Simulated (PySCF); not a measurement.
Si(Cl)4 anion (Cl₄Si), SMILES Cl[Si](Cl)(Cl)Cl (connectivity only; charge and spin as stated), charge -1, multiplicity 2.

Geometry optimised at PBE0-D3(BJ)/def2-SVPD. The spin state was assumed, not searched. The isomer is the one that the SMILES or the coordinates give; other isomers of the formula were not compared.

Calculation: PBE0/def2-SVPD (PySCF).

The molecule is in vacuum.

```json
{
 "total_energy": "-2129.17254 hartree",
 "point_group": "C2v",
 "α spin, highest occupied and lowest empty level": "-1.33 and 3.72 eV",
 "β spin, highest occupied and lowest empty level": "-4.25 and 1.54 eV",
 "dipole_moment_about_the_centre_of_nuclear_charge": "0.59 D",
 "mean_static_polarisability": "104.6 bohr³ (15.50 Å³)",
 "polarisability_principal_values": "88.6, 97.4, 127.7 bohr³",
 "⟨S²⟩": "0.754 (pure state 0.75)"
}
```
